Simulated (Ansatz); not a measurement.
**C2H6B (SMILES [CH2]BC): U-wB97M-V/6-311+G(d,p)**

What is the vertical doublet–quartet gap of C2H6B at U-wB97M-V/6-311+G**? 

Program for the calculation: Ansatz 0.2.0.

45 further runs of the same task are left out: 45 set aside as unsound or not needed.

### Step 1. Starting point

The species is C2H6B (9 atoms), meant as a doublet with charge 0. SMILES: `[CH2]BC`. The coordinates come from a PBE0-D4/def2-TZVP relaxation. This is one conformer, not always the lowest.

Bond lengths: C1–B2 1.531 Å, B2–C3 1.561 Å, C1–H4 1.088 Å, C1–H5 1.087 Å, B2–H6 1.202 Å, C3–H7 1.092 Å, C3–H8 1.097 Å, C3–H9 1.097 Å. Some angles: C1–B2–C3 122.9°, C1–B2–H6 118.3°, C3–B2–H6 118.8°, B2–C1–H4 122.7°, B2–C1–H5 123.3°, B2–C3–H7 115.2°, B2–C3–H8 109.8°, B2–C3–H9 110.0°, H4–C1–H5 113.9°, H7–C3–H8 108.4°.

### Step 2. A single-point energy at U-wB97M-V/6-311+G(d,p)

The input, input.yaml:

```yaml
crystal:
  periodic: [false, false, false]
  atoms:
    - {symbol: C, position_ang: [-0.840100, 0.743300, -1.023500]}
    - {symbol: B, position_ang: [0.191800, 0.540800, 0.089100]}
    - {symbol: C, position_ang: [0.525000, -0.860100, 0.691800]}
    - {symbol: H, position_ang: [-1.406600, -0.078400, -1.457800]}
    - {symbol: H, position_ang: [-1.074500, 1.714900, -1.450600]}
    - {symbol: H, position_ang: [0.769100, 1.506600, 0.513000]}
    - {symbol: H, position_ang: [-0.036500, -1.695300, 0.267500]}
    - {symbol: H, position_ang: [1.596100, -1.069200, 0.576400]}
    - {symbol: H, position_ang: [0.364200, -0.849200, 1.777100]}
basis:
  gaussian: {orbitals: 6-311+G_st__st_.json}
magnetization: {spin_polarized: true, initial_magnetization: 1}
hamiltonian: {xc: {name: wB97M-V}}
accuracy: high
output: {orbitals: {seedname: orbitals}}
```

The basis set 6-311+G** is read from a file made from the Basis Set Exchange's data (not shown).

Launch:

```sh
ansatz run input.yaml --threads 1 --pin off --max-ram 3480MiB --events-out events.jsonl --progress --plain --runs-dir runs
```

What it wrote:

```text
Warning: RAYON_NUM_THREADS=1 ignored (pool sized by the plan → 1); use --threads N
Functional definition: wB97M-V
  name "wB97M-V"
  parameter omega = 0.3/bohr
  parameter cx = 0.15
  parameter cx01 = 1.007
  parameter cx10 = 0.259
  parameter css00 = 0.443
  parameter css04 = -1.437
  parameter css10 = -4.535
  parameter css20 = -3.390
  parameter css43 = 4.278
  parameter cos00 = 1.000
  parameter cos10 = 1.358
  parameter cos20 = 2.924
  parameter cos21 = -8.812
  parameter cos60 = -1.390
  parameter cos61 = 9.142
  parameter b = 6.0
  parameter c = 0.01
  gx(w, u) = 1 - cx + cx01*u + cx10*w
  gss(w, u) = css00 + css04*u^4 + css10*w + css20*w^2 + css43*w^4*u^3
  gos(w, u) = cos00 + cos10*w + (cos20 + cos21*u)*w^2 + (cos60 + cos61*u)*w^6
  exchange = spin_sum(e_x_unif_sr(omega)*gx(b97_w, b97_u_x)) + cx*exact_x_sr(omega) + exact_x_lr(omega)
  correlation = spin_sum(e_c_pw_mod_same_spin*gss(b97_w, b97_u_same))
      + integral(e_c_pw_mod_opposite_spin*gos(b97_w_opposite, b97_u_opposite)) + vv10(b, c)
2069 factors; integrals over basis functions are off by at most 3.6e-9 eV
420 factors; integrals over basis functions are off by at most 2.3e-9 eV
mean field evaluation 1: about -2841.0335 eV, gradient 3.0e1 eV
mean field evaluation 2: about -2843.4060 eV, gradient 2.0e1 eV
mean field evaluation 4: about -2845.3445 eV, gradient 5.7e-1 eV
mean field evaluation 8: about -2845.4100 eV, gradient 1.6e-2 eV
mean field evaluation 16: about -2845.4100 eV, gradient 3.4e-5 eV
mean field -2845.41003346 eV, -104.5668900415 hartree, gradient 2.8e-8 eV, S^2 0.752234; 0 other end points of the search recorded, 0 dependent functions left out
reference -2845.41004105 eV, -104.5668903205 hartree; 12, 11 occupied and 90, 91 virtual orbitals, 2069 factors
Total energy: -2845.41004105 eV, -104.5668903205 hartree
```

Wall time 80 s (1 thread of Arm Neoverse V2, shared host); peak memory 0.95 GiB.

### Step 3. The quartet at the same level

The input, run.yaml:

```yaml
crystal:
  periodic: [false, false, false]
  atoms:
    - {symbol: C, position_ang: [-0.840100, 0.743300, -1.023500]}
    - {symbol: B, position_ang: [0.191800, 0.540800, 0.089100]}
    - {symbol: C, position_ang: [0.525000, -0.860100, 0.691800]}
    - {symbol: H, position_ang: [-1.406600, -0.078400, -1.457800]}
    - {symbol: H, position_ang: [-1.074500, 1.714900, -1.450600]}
    - {symbol: H, position_ang: [0.769100, 1.506600, 0.513000]}
    - {symbol: H, position_ang: [-0.036500, -1.695300, 0.267500]}
    - {symbol: H, position_ang: [1.596100, -1.069200, 0.576400]}
    - {symbol: H, position_ang: [0.364200, -0.849200, 1.777100]}
basis:
  gaussian:
    orbitals: 6-311+G_st__st_.json
magnetization:
  spin_polarized: true
  initial_magnetization: 3
hamiltonian:
  xc: {name: wB97M-V}
accuracy: high
output: {orbitals: {seedname: orbitals}}
```

The basis set 6-311+G** is read from a file made from the Basis Set Exchange's data (not shown).

Launch:

```sh
ansatz run run.yaml --threads 1 --pin off --max-ram 3480MiB --events-out events.jsonl --progress --plain --runs-dir runs
```

What it wrote, shortened:

```text
Warning: RAYON_NUM_THREADS=1 ignored (pool sized by the plan → 1); use --threads N
[... 2 set-up lines as earlier in the session ...]
[...]
  gx(w, u) = 1 - cx + cx01*u + cx10*w
  gss(w, u) = css00 + css04*u^4 + css10*w + css20*w^2 + css43*w^4*u^3
  gos(w, u) = cos00 + cos10*w + (cos20 + cos21*u)*w^2 + (cos60 + cos61*u)*w^6
[...]
      + integral(e_c_pw_mod_opposite_spin*gos(b97_w_opposite, b97_u_opposite)) + vv10(b, c)
2069 factors; integrals over basis functions are off by at most 3.6e-9 eV
420 factors; integrals over basis functions are off by at most 2.3e-9 eV
[...]
mean field -2838.47985279 eV, -104.3122105992 hartree, gradient 6.1e-8 eV, S^2 3.754569; 4 other end points of the search recorded, 0 dependent functions left out
reference -2838.47985794 eV, -104.3122107884 hartree; 13, 10 occupied and 89, 92 virtual orbitals, 2069 factors
Total energy: -2838.47985794 eV, -104.3122107884 hartree
```

Run time: 2.5 min. Hardware: 1 thread of Arm Neoverse V2, shared host; peak memory 0.95 GiB.

### Step 4. What came out

Level: U-wB97M-V/6-311+G**.

```
                                        quantity          value
                           doublet: total energy  -104.56689 Eh
     doublet: HOMO energy (highest over α and β)       -9.70 eV
      doublet: LUMO energy (lowest over α and β)       -1.46 eV
                                   doublet: ⟨S²⟩          0.752
                           quartet: total energy  -104.31221 Eh
     quartet: HOMO energy (highest over α and β)       -4.28 eV
                                   quartet: ⟨S²⟩          3.755
vertical energy of the quartet above the doublet       6.930 eV
```

**Reading.** At this shape the quartet lies 6.93 eV (160 kcal/mol) above the doublet.
